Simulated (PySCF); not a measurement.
H2S.

```xyz
3

S      0.0000     0.0000    -0.1047
H      0.0000    -0.9705     0.8376
H      0.0000     0.9705     0.8376
```

Geometry: PBE-D3(BJ)/def2-TZVPD.

All values below come from HF/pcSseg-2 run with PySCF. Non-relativistic, no solvent.

**Question.** Give the absolute GIAO shielding of each atom: isotropic value and principal components (ppm). (Estimate from the structure and the level; the computed values follow.)

**Answer.** 
| atom | σ(iso) | σ11 | σ22 | σ33 | span |
|---|---|---|---|---|---|
| S1 | 699.8 | 525.7 | 665.9 | 907.8 | 382.2 |
| H2 | 30.2 | 23.8 | 26.1 | 40.7 | 16.9 |
| H3 | 30.2 | 23.8 | 26.1 | 40.7 | 16.9 |
